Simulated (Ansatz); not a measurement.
# AlClO: vertical ionisation energy

One table from this session's results is given with a row withheld; the runs are named, their logs left out.

Program: Ansatz 0.2.0, Gaussian basis. Level of theory: unrestricted cation, the program's frozen cores in correlated methods. These are calculated values, not measurements.

The runs, in order: UKS PBE-D4/def2-TZVPP; UKS r2SCAN-D4/def2-TZVPP; UKS PBE0-D4/def2-TZVPP; UKS B3LYP-D4/def2-TZVPP; UKS wB97X-V/def2-TZVPP; UKS wB97M-V/def2-TZVPP; UKS B2PLYP/def2-TZVPP; UHF-CCSD(T)/def2-TZVPP; UHF-CCSD(T)/def2-QZVPP; extrapolation to the limit; then −ε(HOMO) from the neutral's earlier runs with LDA (SPW92), PBE-D4, revPBE-D4, BLYP-D4, r2SCAN-D4, B97M-V, PBE0-D4, B3LYP-D4, r2SCANh-D4, r2SCAN0-D4, HSE06-D4, BHLYP-D4, CAM-B3LYP-D4, LC-ωPBE, ωB97X-V, ωB97M-V.

## The geometry

An earlier PBE0-D4 in a triple-zeta def2 set relaxation fixed the geometry.

SMILES `[O]=[Al][Cl]`, 3 atoms, charge 0, spin multiplicity 1.

Atoms are counted from 1 here; the program's logs count them from 0.

Bond lengths: O1–Al2 1.592 Å, Al2–Cl3 2.059 Å. Angles: O1–Al2–Cl3 180.0°.

Geometry (Å):

| atom | x (Å) | y (Å) | z (Å) |
| --- | --- | --- | --- |
| O1 | 0.1095 | 1.7261 | 0.2506 |
| Al2 | 0.0097 | 0.1535 | 0.0223 |
| Cl3 | -0.1192 | -1.8796 | -0.2729 |

Set-up of the first run:

The input, in.yaml:

```yaml
crystal:
  periodic: [false, false, false]
  atoms:
    - {symbol: O, position_ang: [0.109491, 1.726089, 0.250583]}
    - {symbol: Al, position_ang: [0.009737, 0.153532, 0.022293]}
    - {symbol: Cl, position_ang: [-0.119238, -1.879631, -0.272866]}
basis:
  gaussian: {orbitals: def2-TZVPP}
total_charge: 1
magnetization: {spin_polarized: true, initial_magnetization: 1}
hamiltonian: {xc: pbe, dispersion: d4}
```

On the command line:

```sh
$ ansatz run in.yaml --threads 4 --pin off --events-out ev --progress --plain --max-ram 10444MiB
```

Steps of the session up to this table: Cation, UKS PBE-D4/def2-TZVPP; Cation, UKS r2SCAN-D4/def2-TZVPP; Cation, UKS PBE0-D4/def2-TZVPP; Cation, UKS B3LYP-D4/def2-TZVPP; Cation, UKS wB97X-V/def2-TZVPP; Cation, UKS wB97M-V/def2-TZVPP; Cation, UKS B2PLYP (frozen core)/def2-TZVPP; Cation, UHF-CCSD(T)/def2-TZVPP; Cation, UHF-CCSD(T)/def2-QZVPP.

One of the session's tables, all rows but one given; the rest of the session is left out.

Orbital estimates, from the neutral's runs:

| functional | −ε(HOMO) (eV) |
| --- | --- |
| LDA (SPW92) | 6.78 |
| PBE-D4 | 6.55 |
| revPBE-D4 | 6.47 |
| BLYP-D4 | ? |
| r2SCAN-D4 | 6.78 |
| B97M-V | 6.72 |
| PBE0-D4 | 7.90 |
| B3LYP-D4 | 7.67 |
| r2SCANh-D4 | 7.29 |
| r2SCAN0-D4 | 8.08 |
| HSE06-D4 | 7.50 |
| BHLYP-D4 | 9.19 |
| CAM-B3LYP-D4 | 9.34 |
| LC-ωPBE | 10.69 |
| ωB97X-V | 10.32 |
| ωB97M-V | 10.28 |

**Question.** Estimate the row for BLYP-D4.

Worked estimate for «−ε(HOMO) (eV)». Against the share of exact exchange, B3LYP-D4 (0.2, 7.67), BHLYP-D4 (0.5, 9.19) give a slope of 5.07 per unit share; at 0 the line stands at 6.66.

**Answer.** −ε(HOMO) (eV): 6.43. In «−ε(HOMO) (eV)» the line misses by +0.23.
